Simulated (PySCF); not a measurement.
# CO: from the state search to spectroscopic constants

Aim: find the lowest electronic state of CO, scan its bond at several levels of theory, and get bond length, wavenumber and dissociation energy from each curve.

The runs use PySCF 2.14.0; C def2-TZVPP, O def2-TZVPP, no relativity.

**1. Input**

A driver script around PySCF takes these settings:

```
atoms                         : C, O
charge                        : 0
basis                         : C def2-TZVPP, O def2-TZVPP
Hamiltonian                   : no relativity
basis functions               : 62
electrons treated             : 14
masses in u                   : 12.0000, 15.9949
levels                        : PBE0, PBE, r²SCAN, M06-2X, r²SCAN0, B3LYP, MN15, ωB97X-V, HF, MP2, SCS-MP2, CCSD, CCSD(T)
grid                          : 80 radial by 434 angular points
occupations                   : held fixed by the projection of orbital angular momentum
dissociation limit            : C + O, each in its ground configuration
starting distance in angstrom : 1.310
values of 2S to try           : 0, 2, 4
```

On the command line:

```
$ OMP_NUM_THREADS=1 python dia.py task.json out
```

Further steps of the session: PBE0 along the bond; Excited determinants; PBE (GGA); r²SCAN (meta-GGA); M06-2X (hybrid meta-GGA); r²SCAN0; B3LYP (global hybrid GGA); MN15; ωB97X-V (range-separated hybrid); RHF (mean field); Adding correlation.

What does the calculation give? Wanted: for each run, Re; ωe; De; μ.

The runs gave:

Lowest PBE0 solution found, without spin–orbit coupling: ¹Σ⁺ (singlet), closed shell. State 2 has its PBE0 minimum 5.73 eV higher. The other levels ran on the lowest alone.

| level | Re (Å) | ωe (cm⁻¹) | De (eV) | μ (D) |
| --- | --- | --- | --- | --- |
| RHF | 1.103 | 2428 | 7.59 | -0.14 |
| RHF-MP2 | 1.137 | 2123 | 11.51 | n/a |
| RHF-SCS-MP2 | 1.135 | 2148 | 11.30 | n/a |
| RHF-CCSD | 1.127 | 2225 | 10.60 | n/a |
| RHF-CCSD(T) | 1.134 | 2155 | 10.92 | n/a |
| PBE | 1.136 | 2130 | 11.66 | 0.21 |
| r²SCAN | 1.127 | 2195 | 11.08 | 0.18 |
| B3LYP | 1.125 | 2215 | 11.07 | 0.11 |
| PBE0 | 1.123 | 2240 | 11.08 | 0.13 |
| r²SCAN0 | 1.118 | 2276 | 10.61 | 0.10 |
| MN15 | 1.128 | 2239 | 11.26 | 0.04 |
| M06-2X | 1.120 | 2279 | 11.26 | 0.05 |
| ωB97X-V | 1.126 | 2240 | 11.17 | 0.10 |

De is counted to C + O in their ground configurations. A positive dipole means C(−)O(+).

What this shows: Bond lengths run from 1.103 Å (RHF) to 1.137 Å (RHF-MP2). Among the levels with a De in the table, it runs from 7.59 eV (RHF) to 11.66 eV (PBE).

Correlated steps freeze 2 core orbitals. T1 is 0.018 near the minimum (highest on the curve 0.033), which may point to more than one leading configuration.
